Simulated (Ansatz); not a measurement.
Consider the formal hydrolysis of a C–C bond: `CC/N=C\F` + H₂O → `OC/N=C\F` + CH₄.

Computed with Ansatz on PBE0-D4/def2-TZVP structures; ΔE is electronic, products minus reactants. CCSD(T)/CBS adds triple-zeta CCSD(T) − MP2 to the extrapolated MP2 energy (def2 sets, frozen cores). This one scheme is used for every species. Double bonds are as drawn, so ΔE can hold a change between cis and trans. DFT in def2-TZVPP. One conformer a species, not always the lowest.

| level | ΔE (kJ/mol) | difference from CCSD(T)/CBS |
| --- | --- | --- |
| r2SCAN-D4 | 21.8 | -12.0 |
| PBE0-D4 | 25.9 | -7.9 |
| r2SCAN0-D4 | 24.6 | -9.2 |
| ωB97M-V | 24.4 | -9.4 |
| PBE | 21.3 | -12.5 |
| HF/def2-SVP | 9.4 | -24.4 |
| CCSD(T)/def2-SVP | 18.6 | -15.2 |
| MP2/def2-TZVPP | 34.3 | 0.5 |
| MP2/CBS(def2) | 39.2 | 5.4 |
| CCSD/CBS(def2) | 33.5 | -0.3 |
| CCSD(T)/CBS | 33.8 | 0 |

Largest T1 diagnostic among the species: 0.013.

At CCSD(T), def2-SVP lies −15.2 kJ/mol from the extrapolated value and def2-TZVPP −4.9 kJ/mol. In def2-TZVPP, CCSD(T) changes the Hartree–Fock value by +10.7 kJ/mol (the triples alone add +0.3 kJ/mol) and MP2 by +16.1 kJ/mol.

CCSD(T)/CBS has its own doubt, a few kJ/mol and more with outer-core shells, so smaller differences from it don't rank the levels.
